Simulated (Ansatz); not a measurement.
Cartesian coordinates in Å:
```
N 0.8338 0.0309 1.9626
C 0.3888 0.0185 0.9042
C -0.1538 0.0278 -0.4521
F -1.1821 -0.8678 -0.5692
H 0.6365 -0.2395 -1.1591
H -0.5232 1.0301 -0.6864
```

Total charge 0; spin multiplicity 1.

(1) List the r2SCAN/def2-TZVPP orbital energies in eV (Ansatz 0.2.0). (Best estimate.)

## Answers

(1) The calculation gave: Occupied: -667.04, -385.91, -276.93, -274.60, -32.68, -24.37, -20.41, -14.81, -13.92, -13.80, -10.37, -10.03, -9.38, -9.24, -8.75. Lowest empty: -1.39, -0.38, 1.02, 2.94, 2.98, 3.16, 3.98, 6.34.
